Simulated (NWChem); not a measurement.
Species: formic acid (CH2O2); SMILES O=CO

```xyz
5

O      0.1210    -1.1284     0.0000
C     -0.4005     0.1138     0.0000
O      0.2385     1.1352     0.0000
H      1.0931    -1.0242     0.0000
H     -1.4982     0.0469     0.0000
```
Atoms are numbered in this order, from 1.

Level: B3LYP/6-31G* (spherical d) (NWChem), optimised geometry, unscaled harmonic frequencies. 

```tsv
frequency (cm⁻¹)	IR intensity (km/mol)
626	49.5
709	154.4
1055	0.9
1148	237.8
1325	9.5
1422	4.3
1858	316.4
3088	54.7
3660	40.9
```

```json
{
  "zero_point_energy": "21.3 kcal/mol",
  "thermal correction to the enthalpy at 298.15 K (with zero-point energy)": "23.8 kcal/mol",
  "heat capacity Cv": "8.6 cal/(mol K)",
  "entropy at 298.15 K and 1 atm (symmetry number 1)": "59.3 cal/(mol K)",
  "dipole_moment": "1.43 D"
}
```

Rigid rotor and harmonic oscillator.
